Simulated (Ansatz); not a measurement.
A made-up structure of CH6MgSi, closed shell:

C1  (-1.117, 1.599, -1.341)
Mg2  (-0.138, 0.189, -0.161)
Si3  (1.084, -1.554, 1.303)
H4  (-2.050, 1.205, -1.756)
H5  (-0.499, 1.920, -2.186)
H6  (-1.373, 2.498, -0.771)
H7  (0.172, -0.161, 1.494)
H8  (0.564, -2.946, 1.127)
H9  (0.981, -1.273, 2.768)
(Å)

It is relaxed with PBE-D4/def2-SVP and then PBE0-D4/def2-TZVP (Ansatz 0.2.0). Atoms count as bonded within 1.22 times the sum of their covalent radii (H–H: 0.88 Å). The end point is not checked to be a true minimum.

Task: Does its bonding change? (Judge from chemistry; the calculation decides.)

Result: Computed: Yes. Formed: none; broken: Mg2–H7.

Where it ends: The first stage lowers the energy by 1.83 eV in 16 steps. It ends as CH₆MgSi ([CH3][Mg][SiH3]):
```tsv
atom	x (Å)	y (Å)	z (Å)
C1	-1.0222	1.7525	-1.5297
Mg2	-0.3560	0.3550	-0.1367
Si3	0.4720	-1.3789	1.5909
H4	-1.9514	1.4335	-2.0133
H5	-0.2867	1.9168	-2.3241
H6	-1.2184	2.7256	-1.0675
H7	-0.5122	-1.6380	2.6874
H8	0.7614	-2.7187	0.9914
H9	1.7358	-0.9699	2.2793
```

Labels in which every atom is bracketed show which atoms are joined, not bond orders.

For scale, one of the runs: PBE0-D4/def2-TZVP relaxation, 136 basis functions, launched by `ansatz run in.yaml --threads 2 --pin off --events-out ev --progress --plain --max-ram 4352MiB`. The run took about 12 s on 2 CPU threads of an Arm Neoverse V1 (shared host).
